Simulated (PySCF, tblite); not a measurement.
# C₃H₄NS radical: geometry, infrared bands and EPR parameters

What infrared bands and EPR parameters should C₃H₄NS radical (`CC(=S)C=[N]`) show?

Programs: tblite 0.8.0 and PySCF 2.14.0, with density-fitted response routines of our own. Each step states its level of theory. These are calculated values for one molecule in the gas phase, unless marked as measured. Atoms count from 0, in the outputs and in this text.

## 1. The molecule as given

9 atoms, charge 0, multiplicity 2; geometry from: force field or distance geometry start.

Bonds of the start (Å): C0–C1 1.47, C1–S2 1.63, C1–C3 1.46, C3–N4 1.30, C0–H5 1.13, C0–H6 1.10, C0–H7 1.12, C3–H8 1.08.

## 2. Optimising the geometry with GFN2-xTB

The job: settings as JSON, then the geometry in Å.

```
{"job": {"kind": "relax", "xc": "GFN2-xTB", "basis": "xTB"}, "charge": 0, "multiplicity": 2}
C     -1.161800    -0.011100     0.078100
C      0.205500     0.409900    -0.271000
S      0.489200     1.783000    -1.100600
C      1.393700    -0.352700     0.107200
N      1.224300    -1.449300     0.783800
H     -1.837300     0.161300    -0.808600
H     -1.151900    -1.070700     0.383600
H     -1.557000     0.598700     0.932900
H      2.408800    -0.063100    -0.130600
```

On the command line:

```console
$ OMP_NUM_THREADS=1 python probes_run.py task.json out
```

The driver reads the jobs from task.json and runs them one after another.

Standard output:

```text
step      E/eV     max force
  0    -394.27407    5.000
  1    -394.39396    4.901
  2    -394.51287    1.051
  3    -394.53230    0.538
  4    -394.55611    0.359
  5    -394.56068    0.244
  6    -394.56419    0.146
  7    -394.56568    0.128
  8    -394.56771    0.160
  9    -394.56888    0.112
 10    -394.56940    0.048
 11    -394.56961    0.049
 12    -394.56992    0.075
 13    -394.57039    0.101
 14    -394.57089    0.085
 15    -394.57120    0.048
 16    -394.57133    0.029
 17    -394.57140    0.029
 18    -394.57149    0.035
 19    -394.57159    0.029
 20    -394.57168    0.029
 21    -394.57177    0.028
 22    -394.57185    0.034
 23    -394.57194    0.031
 24    -394.57203    0.031
 25    -394.57212    0.031
 26    -394.57223    0.037
 27    -394.57238    0.048
 28    -394.57261    0.057
 29    -394.57297    0.061
 30    -394.57351    0.083
 31    -394.57414    0.108
 32    -394.57481    0.106
 33    -394.57547    0.082
 34    -394.57621    0.109
 35    -394.57704    0.114
 36    -394.57768    0.134
 37    -394.57799    0.262
 38    -394.57878    0.058
 39    -394.57905    0.045
 40    -394.57958    0.055
 41    -394.57984    0.045
 42    -394.58013    0.059
 43    -394.58026    0.044
 44    -394.58038    0.069
 45    -394.58047    0.031
 46    -394.58056    0.022
 47    -394.58060    0.023
 48    -394.58066    0.022
 49    -394.58072    0.024
 50    -394.58077    0.021
 51    -394.58082    0.024
 52    -394.58089    0.037
 53    -394.58102    0.051
 54    -394.58117    0.052
 55    -394.58133    0.045
 56    -394.58149    0.043
 57    -394.58166    0.054
 58    -394.58200    0.068
 59    -394.58266    0.103
 60    -394.58334    0.093
 61    -394.58374    0.049
 62    -394.58381    0.063
 63    -394.58391    0.024
 64    -394.58391    0.009
```

Relaxation path: (not every step is listed)

```
step  energy from step 0 (eV)  largest force (eV/Å)
   0                   0.0000                4.9998
   1                  -0.1199                4.9006
   2                  -0.2388                1.0508
   3                  -0.2582                0.5378
   4                  -0.2820                0.3593
   5                  -0.2866                0.2440
   6                  -0.2901                0.1465
   7                  -0.2916                0.1283
   8                  -0.2936                0.1604
  13                  -0.2963                0.1013
  18                  -0.2974                0.0349
  23                  -0.2979                0.0314
  28                  -0.2985                0.0571
  33                  -0.3014                0.0818
  38                  -0.3047                0.0580
  43                  -0.3062                0.0443
  48                  -0.3066                0.0222
  53                  -0.3070                0.0514
  58                  -0.3079                0.0680
  59                  -0.3086                0.1031
  60                  -0.3093                0.0933
  61                  -0.3097                0.0494
  62                  -0.3097                0.0628
  63                  -0.3098                0.0240
  64                  -0.3098                0.0090
```

Distances of close pairs at the start and the end, largest changes first:

```
 bond  before (Å)  after (Å)  change (Å)
C3–N4       1.300      1.224      -0.076
C0–H5       1.128      1.087      -0.041
C1–C3       1.462      1.499      +0.038
C0–H7       1.122      1.092      -0.030
C1–S2       1.629      1.617      -0.012
C3–H8       1.082      1.094      +0.012
C0–H6       1.103      1.091      -0.012
C0–C1       1.473      1.480      +0.008
```

The next job starts from the end point, and lists it.

## 3. Harmonic vibrations with GFN2-xTB

The job: settings as JSON, then the geometry in Å.

```
{"job": {"kind": "ir", "xc": "GFN2-xTB", "basis": "xTB"}, "charge": 0, "multiplicity": 2}
C     -1.139201     0.003334     0.070373
C      0.212553     0.416787    -0.368966
S      0.496746     1.593229    -1.440901
C      1.343551    -0.363696     0.230618
N      1.198873    -1.483695     0.702263
H     -1.908259     0.393850    -0.590781
H     -1.181540    -1.084947     0.129851
H     -1.315889     0.379727     1.080120
H      2.306728     0.151405     0.162243
```

Standard output:

```text
mode    cm-1     km/mol
  1      64.5     21.92
  2     104.2      2.85
  3     255.7     12.37
  4     330.9      3.11
  5     363.8      4.71
  6     481.4      4.89
  7     751.0      3.38
  8     801.5      4.45
  9     924.9     10.80
 10     964.2     15.74
 11    1113.6     34.18
 12    1176.6      7.72
 13    1266.8     99.36
 14    1367.7     37.29
 15    1414.3     11.15
 16    1440.3      4.89
 17    1768.2      7.28
 18    2848.5      9.52
 19    2979.6      0.31
 20    3005.6      1.37
 21    3050.8      6.86
```

The strongest bands and the atoms that carry them (share of the mass-weighted mode):

```
cm⁻¹  km/mol                               atoms
  64    21.9           N4 35 %, C3 26 %, H8 21 %
 256    12.4                    N4 37 %, C0 27 %
 925    10.8  C1 22 %, H6 19 %, H5 18 %, C0 14 %
 964    15.7  H7 39 %, H6 20 %, C0 17 %, C1 14 %
1114    34.2  C1 28 %, H8 23 %, H5 20 %, C0 17 %
1267    99.4                    C1 64 %, H8 11 %
1368    37.3  H6 32 %, H7 31 %, H5 20 %, C0 17 %
1414    11.2           H5 51 %, H6 30 %, H7 11 %
```

## 4. Optimising the geometry at PBE0-D3(BJ)/def2-SVP

Same as in step 3 but for these lines:

```diff
@@ -1,2 +1,2 @@
-{"job": {"kind": "ir", "xc": "GFN2-xTB", "basis": "xTB"}, "charge": 0, "multiplicity": 2}
+{"job": {"xc": "PBE0", "basis": "def2-SVP", "d3": "d3bj", "grid": 1, "kind": "geom"}, "charge": 0, "multiplicity": 2}
 C     -1.139201     0.003334     0.070373
```

Standard output:

```text
step   0  E = -568.99107112  max force = 0.037518
step   1  E = -568.99347940  max force = 0.005354
step   2  E = -568.99360298  max force = 0.001772
step   3  E = -568.99368312  max force = 0.002374
step   4  E = -568.99377523  max force = 0.002210
step   5  E = -568.99386497  max force = 0.001715
step   6  E = -568.99390590  max force = 0.000708
step   7  E = -568.99394624  max force = 0.001211
step   8  E = -568.99398158  max force = 0.001666
step   9  E = -568.99400933  max force = 0.001549
step  10  E = -568.99403761  max force = 0.000417
step  11  E = -568.99403876  max force = 0.000093
optimisation converged
```

It took 92 s on 1 thread, shared host.

Relaxation path:

```
step  energy from step 0 (eV)  largest force component (eV/Å)
   0                   0.0000                          1.9293
   1                  -0.0655                          0.2753
   2                  -0.0689                          0.0911
   3                  -0.0711                          0.1221
   4                  -0.0736                          0.1136
   5                  -0.0760                          0.0882
   6                  -0.0771                          0.0364
   7                  -0.0782                          0.0623
   8                  -0.0792                          0.0857
   9                  -0.0800                          0.0797
  10                  -0.0807                          0.0214
  11                  -0.0808                          0.0048
```

Close pairs (by a distance rule), those that changed most:

```
 bond  before (Å)  after (Å)  change (Å)
C3–N4       1.224      1.252      +0.028
C3–H8       1.094      1.107      +0.013
C0–H6       1.091      1.102      +0.012
C0–C1       1.480      1.492      +0.012
C0–H7       1.092      1.103      +0.011
C0–H5       1.087      1.096      +0.009
C1–S2       1.617      1.625      +0.008
C1–C3       1.499      1.494      -0.006
```

The final coordinates are the input of the step that follows.

```
                         at the end point                value
  point group (found at 0.08 Å tolerance)                   Cs
rotational constants (GHz, main isotopes)  7.902, 2.932, 2.167
                        dipole moment (D)                 0.70
                                     ⟨S²⟩                0.773
```

## 5. EPR parameters: B3LYP/IGLO-III+pcH-1

The job: settings as JSON, then the geometry in Å.

```
{"job": {"kind": "epr"}, "charge": 0, "multiplicity": 2}
C     -1.056762     0.115227     0.077022
C      0.301052     0.595057    -0.313089
S      0.585683     1.850777    -1.304413
C      1.455592    -0.152795     0.269046
N      1.319336    -1.132956     1.036157
H     -1.837635     0.715191    -0.403765
H     -1.172856    -0.945951    -0.198392
H     -1.168729     0.161149     1.172940
H      2.462700     0.207297    -0.016687
```

Level: UKS B3LYP, IGLO-III on C N S, pcH-1 on H, non-relativistic, mean-field spin-orbit, GIAO.

Standard output:

```text
UKS, coarse grid
  cycle   1  E = -569.63806753  |g| = 2.71e-01
  cycle   2  E = -569.57757174  |g| = 4.66e-01
  cycle   3  E = -569.67496917  |g| = 9.47e-02
  cycle   4  E = -569.67863684  |g| = 4.68e-02
  cycle   5  E = -569.67986504  |g| = 9.36e-03
  cycle   6  E = -569.67994173  |g| = 9.04e-03
  cycle   7  E = -569.67999858  |g| = 4.21e-03
  cycle   8  E = -569.68002101  |g| = 1.90e-03
  cycle   9  E = -569.68003528  |g| = 8.41e-04
  cycle  10  E = -569.68003992  |g| = 4.76e-04
UKS, final grid
  cycle   1  E = -569.68001452  |g| = 6.49e-04
  cycle   2  E = -569.68001402  |g| = 1.25e-03
  cycle   3  E = -569.68001492  |g| = 2.42e-04
  cycle   4  E = -569.68001497  |g| = 1.06e-04
  cycle   5  E = -569.68001507  |g| = 7.55e-05
  cycle   6  E = -569.68001507  |g| = 2.89e-05
E = -569.68001507 Eh   <S^2> = 0.7656 (exact 0.7500)
g shifts (ppm)      1          2          3
  rmc          -212       -212       -212
  gc             43          1         29
  oz_so       -3496      -1175       4522
  total       -3665      -1385       4339
hyperfine (MHz)  atom isotope    a_iso     a_fc   dipolar eigenvalues
    0   13C      -3.99      -3.99     -1.70      0.72      0.98
    1   13C     100.66     100.83    -11.38     -2.63     14.01
    2   33S      -3.21      -2.94    -12.48      2.20     10.28
    3   13C     -62.33     -62.38    -18.85      1.62     17.23
    4   14N      23.00      22.98    -47.16    -33.60     80.76
    5    1H      -1.15      -1.15     -2.01     -1.47      3.48
    6    1H       4.30       4.31     -4.14     -3.16      7.30
    7    1H       4.31       4.32     -4.01     -3.10      7.12
    8    1H     218.58     218.57     -5.74     -3.89      9.63
```

It took 67 s on 1 thread, shared host.

Principal g values 1.99865, 2.00093, 2.00666; g(iso) = 2.00208, against 2.00232 for a free electron.

Hyperfine couplings; where a row names several nuclei, a(iso) is their mean (it holds for fast rotation or exchange) and the dipolar term the largest among them:

```
    nuclei  isotope  a(iso) (MHz)  a(iso) (G, at g = 2.0023)  largest dipolar term (MHz)
        H8       1H         218.6                       78.0                         9.6
        C1      13C         100.7                       35.9                        14.0
        C3      13C         -62.3                      -22.2                       -18.9
        N4      14N          23.0                        8.2                        80.8
        C0      13C          -4.0                       -1.4                        -1.7
        S2      33S          -3.2                       -1.1                       -12.5
H5, H6, H7       1H           2.5                        0.9                         7.3
```

Mulliken spin populations:

```
atom  value (e)
  C0       0.01
  C1       0.10
  S2      -0.04
  C3      -0.18
  N4       1.01
  H5       0.00
  H6       0.00
  H7       0.00
  H8       0.11
```

In first order the couplings over 0.8 MHz of 1H, 14N give 24 distinct lines over 97.1 G, if the averaged nuclei exchange fast.

Orbitals, density, ELF and potential are computed afterwards from the orbital file.

ELF in a plane through or near 7 of the atoms.

Values, 10 rows by 14 columns:
```
0.00 0.00 0.00 0.00 0.00 0.00 0.00 0.00 0.00 0.00 0.00 0.00 0.00 0.00
0.00 0.00 0.00 0.00 0.04 0.23 0.26 0.35 0.38 0.07 0.00 0.00 0.00 0.00
0.00 0.00 0.00 0.02 0.73 0.93 0.79 0.84 0.94 0.75 0.03 0.00 0.00 0.00
0.00 0.00 0.00 0.01 0.28 0.85 0.20 0.20 0.72 0.07 0.03 0.03 0.00 0.00
0.00 0.00 0.34 0.97 0.86 0.15 0.56 0.22 0.43 0.87 1.00 0.96 0.03 0.00
0.00 0.00 0.37 0.95 0.93 0.45 0.84 0.63 0.33 0.28 0.74 0.36 0.01 0.00
0.00 0.00 0.00 0.06 0.58 0.54 0.65 0.03 0.46 0.53 0.10 0.01 0.00 0.00
0.00 0.00 0.01 0.40 0.89 0.94 0.91 0.23 0.01 0.02 0.01 0.00 0.00 0.00
0.00 0.00 0.00 0.02 0.26 0.43 0.29 0.02 0.00 0.00 0.00 0.00 0.00 0.00
0.00 0.00 0.00 0.00 0.00 0.00 0.00 0.00 0.00 0.00 0.00 0.00 0.00 0.00
```
The map spans 9.9 Å across and 9.6 Å up, centred on the molecule. Atoms in the plane (x, y in Å): C0 (1.1, -0.2), C1 (-0.2, 0.6), S2 (-0.3, 2.2), C3 (-1.4, -0.3), N4 (-1.4, -1.5), H5 (2.0, 0.5), H8 (-2.3, 0.3).

log10 of the density (e/Å³) in the same plane.

Ten even steps from ' ' (-4.0) to '@' (1.9):
```
                                                        
                  ....::::::::::....                    
              ..::::------====----::::..                
            ..::----====++++++====----::..              
          ..::----==++**********++====::::..            
          ..::--==++****##@@##****====--::....          
        ..::::--==++++**##%%##**++====----::::..        
      ..::::--======++****##****++========----::..      
    ..::::====++++++++****####************====::..      
    ..::--==++**********########****####**++==::::      
    ..::--==++****##@@##********##@@##**++==--::..      
      ..::--==++**####****++++****##**++++==--::..      
      ..::--==++**######**++==++++++++====--::..        
      ....--==++**##@@##**++============--::..          
        ..::--==++******++====------::::::..            
        ..::--====++++++==----::::........              
          ....::----------::::....                      
              ....::::::::....                          
                                                        
                                                        
```
The map spans 9.9 Å across and 9.6 Å up, centred on the molecule. Atoms in the plane (x, y in Å): C0 (1.1, -0.2), C1 (-0.2, 0.6), S2 (-0.3, 2.2), C3 (-1.4, -0.3), N4 (-1.4, -1.5), H5 (2.0, 0.5), H8 (-2.3, 0.3).

On the surface of density 0.002 e/bohr³ the electrostatic potential runs, from the 1st to the 99th percentile, from -1.19 V near N4 to 1.22 V near H8.

The spin density lies nearest to N4 71 %; C1 7 %; C3 7 % (beta excess); H8 7 %.

## 6. Summary of results

| quantity | value |
| --- | --- |
| strongest single infrared mode (GFN2-xTB) | 1267 cm⁻¹, 99 km/mol |
| zero-point energy (GFN2-xTB) | 37.8 kcal/mol |
| point group | Cs |
| rotational constants (main isotopes) | 7.90, 2.93, 2.17 GHz |
| g(iso) (B3LYP) | 2.00208 |
| ⟨S²⟩ | 0.766 (exact 0.75) |
| largest a(iso) (averaged by class) | 1H on H8, 218.6 MHz |
| surface potential, 1st and 99th percentile | -1.19 V and 1.22 V |

Relaxing lowered the energy by 0.310 eV in 64 steps; the close pair that moved most is C3–N4, from 1.300 to 1.224 Å (GFN2-xTB). No mode is imaginary among the 21: a minimum at this level. The strongest single mode, at 1267 cm⁻¹, moves mainly C1. Unscaled tight-binding wavenumbers are off by several per cent, some by more. Its intensities can rank the bands wrongly. Over 11 steps the energy fell by 0.081 eV; of the close pairs, C3–N4 changed most, 1.224 to 1.252 Å (PBE0/def2-SVP). Most of the unpaired spin sits on N4 (1.01 e). The isotropic g lies 0.2 ppt below the free-electron value.
